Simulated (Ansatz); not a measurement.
A made-up structure of CH$_{4}$AlO, doublet:

```xyz
7
angstrom
C -0.4836 -0.2871 -0.9651
O -0.3921 -1.0576 0.1229
Al 0.4676 0.2391 0.9757
H -0.5698 -2.0099 0.1732
H 0.2030 -0.4691 -1.7930
H -0.4062 1.1909 1.8808
H 2.0437 0.1760 0.9547
```

It is relaxed with PBE-D4/def2-SVP and then PBE0-D4/def2-TZVP (Ansatz 0.2.0). Atoms count as bonded within 1.22 times the sum of their covalent radii (H–H: 0.88 Å). The end point is not checked to be a true minimum.

Problem. Does its bonding change? (Judge from chemistry; the calculation decides.)

Solution. The calculation gives: No: no bond forms or breaks.

Where it ends: The first stage lowers the energy by 1.54 eV in 13 steps. It ends as CH₄AlO ([CH]1[OH][AlH2]1):
C1  (-0.169, -0.209, -0.811)
O2  (-0.539, -1.204, 0.170)
Al3  (0.512, 0.449, 0.844)
H4  (-0.239, -2.094, -0.050)
H5  (-0.301, -0.526, -1.839)
H6  (-0.386, 1.347, 1.788)
H7  (1.985, 0.020, 1.247)
(Å)

Labels in which every atom is bracketed show which atoms are joined, not bond orders.

For scale, one of the runs: PBE0-D4/def2-TZVP relaxation, 123 basis functions, launched by `ansatz run in.yaml --threads 2 --pin off --events-out ev --progress --plain --max-ram 4352MiB`. Hardware: 2 CPU threads of an Arm Neoverse V2, shared host. Wall time about 38 s.
